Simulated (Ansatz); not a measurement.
The first iterations of a band of C2H4OS2 (9 atoms, charge 0, multiplicity 1).

All numbers below come from RKS PBE-D4/def2-SVP in Ansatz 0.2.0.

```json
{
 "movable images": "2",
 "climbing image": "no",
 "spring": "5.0 eV/Å²",
 "optimiser": "quadratic models (default)",
 "start path": "through a guess of the saddle point",
 "force threshold": "0.03 eV/Å",
 "iteration limit": "60",
 "end points": "relaxed"
}
```

Image 0:

```xyz
9
Properties=species:S:1:pos:R:3
C -0.253 0.498 1.432
S 1.001 0.005 0.225
C -0.003 -0.407 -1.192
O 0.751 -0.811 -2.234
S -1.638 -0.327 -1.284
H -0.938 -0.349 1.631
H 0.299 0.781 2.349
H -0.834 1.355 1.042
H 1.702 -0.791 -1.985
```

Image 3:

```xyz
9
Properties=species:S:1:pos:R:3
C -0.307 0.331 1.469
S 0.849 -0.472 0.333
C 0.075 -0.166 -1.246
O 0.787 -0.700 -2.259
S -1.321 0.653 -1.504
H 0.123 0.208 2.482
H -0.404 1.402 1.210
H -1.300 -0.153 1.403
H 1.585 -1.151 -1.905
```

| iteration | highest image above the first end (eV) | largest band force component (eV/Å) |
| --- | --- | --- |
| 1 | 1.213 | 6.372 |
| 2 | 0.173 | 1.366 |
| 3 | 0.265 | 2.043 |
| 4 | 0.046 | 0.751 |

Question: Does the band converge within its limit, and where does its top end?

Answer: The forces met the threshold. It ended after 13 iterations with the highest image 0.004 eV above the first end. The top lies less than 8 meV above the higher end, about what the thresholds resolve: that end is a shoulder or a very shallow well. No image climbed, so the highest image needn't sit at the top of the path. So few images can step over the top or miss a turn of the path.

Run time: 47 s on 2 threads of Arm Neoverse V1, on a shared host, peak memory 0.14 GiB.
